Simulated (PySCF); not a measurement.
Predicted microwave data (PBE0/def2-SVPD in PySCF (dipole) on a GFN2-xTB geometry, gas phase) for one isomer of C2H3NO:

```
Rotational constants : A = 52754, B = 4739, C = 4348 MHz
Dipole components    : |μa| = 0.83 D, |μb| = 1.48 D, |μc| = 0.00 D
Inertial defect      : 0.00 u·Å²
κ                    : -0.98
```

Question: Which candidate fits, each taken in the one conformer that was computed?
A. `[H]/[N:1]=[CH:2]\[CH:3]=[O:4]` with N1–C2–C3–O4 180°
B. `[CH2:1]=[N:2][CH:3]=[O:4]` with C1–N2–C3–O4 -89°

Answer: A. It is [H]/N=C\C=O, a near-prolate asymmetric top, point group Cs. The candidates at the same level (rigid rotor, commonest isotopes):

```json
{"SMILES": "[H]/N=C\\C=O", "A (MHz)": "52754", "B (MHz)": "4739", "C (MHz)": "4348", "μa (D)": "0.83", "μb (D)": "1.48", "μc (D)": "0.00", "Δ (u·Å²)": "0.00", "point group": "Cs", "rotor": "near-prolate asymmetric top"}
{"SMILES": "C=NC=O", "A (MHz)": "43631", "B (MHz)": "5201", "C (MHz)": "4938", "μa (D)": "3.72", "μb (D)": "0.75", "μc (D)": "1.30", "Δ (u·Å²)": "-6.41", "point group": "C1", "rotor": "near-prolate asymmetric top"}
```

`C=NC=O` has A 17 % too low. In the right answer the mirror of this Cs structure is the ab plane, so μc vanishes by symmetry. No structure here is proved a minimum.
